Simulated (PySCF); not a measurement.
# `c1cc[s+]cc1`, [C₅H₅S]+, charge +1

Cartesian coordinates in Å; atom numbers follow the order of the lines, from 1:
```xyz
11

C    -0.054    1.164   -0.094
C    -1.255    0.447   -0.045
C    -1.294   -0.930    0.073
S     0.075   -1.908    0.174
C     1.356   -0.816    0.096
C     1.202    0.552   -0.026
H    -0.100    2.252   -0.188
H    -2.205    0.983   -0.103
H    -2.239   -1.482    0.109
H     2.344   -1.285    0.148
H     2.104    1.168   -0.069
```

Total charge +1.

Computed with PySCF 2.14.0, GIAO B3LYP/aug-pcSseg-1 magnetisability, rotational g tensor and spin-rotation constants, non-relativistic, gas phase. Geometry: PBE0-D3(BJ)/def2-SVP.

For an ion the centre-of-mass motion in the field is neglected.

Q: Give the nuclear spin-rotation constants along the inertial axes (H = +C I·J) beside the isotropic shieldings.

A: Rotational constants 5.1334, 3.6352, 2.1282 GHz. A star marks the isotopologue with that one atom substituted, in its own axes.
```csv
atom,isotope,Caa (kHz),Cbb (kHz),Ccc (kHz),mean (kHz),σ (ppm)
H7,1H,0.581,-0.444,-0.234,-0.032,22.3
H8,1H,-0.290,0.164,-0.234,-0.120,22.4
H9,1H,-0.351,0.238,-0.246,-0.120,21.8
H10,1H,-0.351,0.238,-0.246,-0.120,21.8
H11,1H,-0.290,0.164,-0.234,-0.120,22.4
C1,13C*,2.787,1.610,0.201,1.532,20.4
C2,13C*,2.229,1.771,0.198,1.399,34.5
C3,13C*,2.341,2.018,0.235,1.531,11.2
S4,33S*,2.921,1.874,0.476,1.757,107.8
```
For the geometry as given, no vibrational averaging.

Q: How do the rotational constants and the g tensor change when H7, H8, H9, H10, H11 are replaced by deuterium?

A: Constants 4.2685, 3.2887, 1.8576 GHz; g -0.0497, -0.0405, 0.0483, against -0.0598, -0.0446, 0.0554 before.
